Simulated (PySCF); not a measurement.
Simulated outer-valence photoelectron spectrum of `[H]/P=C\CC`. Method used: EOM-IP-CCSD/aug-cc-pVDZ in PySCF, restricted Hartree–Fock reference, 8 core orbitals frozen, non-relativistic, gas phase, PBE0-D3(BJ)/def2-SVP geometry.

Each root has a Gaussian of 0.4 eV full width with its one-hole share as area; cross sections and vibrations are left out, and the highest printed point is 100.

| ionisation energy (eV) | intensity |
| --- | --- |
| 9.0 | 1 |
| 9.2 | 10 |
| 9.4 | 47 |
| 9.6 | 61 |
| 9.8 | 53 |
| 10.0 | 60 |
| 10.2 | 23 |
| 10.4 | 2 |
| 10.6 | 0 |
| 10.8 | 0 |
| 11.0 | 0 |
| 11.2 | 0 |
| 11.4 | 0 |
| 11.6 | 0 |
| 11.8 | 9 |
| 12.0 | 44 |
| 12.2 | 56 |
| 12.4 | 20 |
| 12.6 | 25 |
| 12.8 | 85 |
| 13.0 | 100 |
| 13.2 | 42 |
| 13.4 | 25 |
| 13.6 | 57 |
| 13.8 | 40 |
| 14.0 | 7 |
| 14.2 | 0 |
| 14.4 | 1 |
| 14.6 | 10 |
| 14.8 | 46 |
| 15.0 | 53 |
| 15.2 | 20 |
| 15.4 | 34 |
| 15.6 | 58 |
| 15.8 | 26 |
| 16.0 | 3 |

Task: Where are the maxima, and how many lines lie under the curve?

Result: 7 maxima, at 9.5, 10.0, 12.1, 12.9, 13.6, 14.9 and 15.6 eV, from 8 lines. At this width some lines have no maximum of their own.

Task: List the lines with their holes.

Result: 
```tsv
E (eV)	leading hole (HF orbital)	area	Koopmans (eV)
9.52	HOMO	0.96	9.32
9.97	HOMO-1	0.95	10.56
12.13	HOMO-2	0.95	13.14
12.85	HOMO-3	0.95	13.92
13.01	HOMO-4	0.95	14.03
13.65	HOMO-5	0.94	15.00
14.92	HOMO-6	0.94	16.21
15.58	HOMO-7	0.93	17.01
```

The widest gap, 2.16 eV, lies between 9.97 and 12.13 eV. Only orbitals with −ε under 21 eV, eight at most, were ionised, so the high end of the curve may lack lines.

Conformer computed: `[H]/[P:4]=[CH:3]\[CH2:2][CH3:1]`: C1–C2–C3–P4 119°.

One conformer stands for the species.
